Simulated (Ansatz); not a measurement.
Compare A (`CC(=N)C#N`) with its isomer B (`C=NC1C=N1`).

Program: Ansatz. Geometries: PBE0-D4/def2-TZVP. ΔE: electronic, gas phase. CCSD(T)/CBS adds triple-zeta CCSD(T) − MP2 to the extrapolated MP2 energy (def2 sets, frozen cores). Functionals use def2-TZVPP. Each species was taken in one conformer, which may not be the lowest.

**Question.** Which is lower in electronic energy at CCSD(T)/CBS, and by how much? (Best estimate.)

**Answer.** Ansatz gave: A, by 47.4 kcal/mol.

**Question.** Give E(B) − E(A) in kcal/mol with PBE0-D4, CCSD/def2-TZVPP, ωB97M-V, CCSD(T)/def2-SVP, r2SCAN-D4, B2PLYP, LDA (SPW92). (An estimate is asked.)

**Answer.** Ansatz gave: PBE0-D4 43.4, CCSD/def2-TZVPP 49.4, ωB97M-V 46.2, CCSD(T)/def2-SVP 48.9, r2SCAN-D4 45.1, B2PLYP 49.2, LDA (SPW92) 38.8. None reverses the order clearly.

**Question.** Does the order hold for the free energy at 298.15 K (harmonic terms from PBE0-D4)? (Estimate.)

**Answer.** The calculation gave: Yes: G(B) − G(A) = +47.5 kcal/mol, for one conformer each.

Largest T1 diagnostic: 0.013.

In def2-TZVPP, CCSD(T) changes the Hartree–Fock value by −4.8 kcal/mol (the triples alone add −0.8 kcal/mol) and MP2 by −4.2 kcal/mol. From BLYP to BHLYP (50 % exact exchange), in def2-TZVPP and without D4, E(B) − E(A) moves by +1.0 kcal/mol.
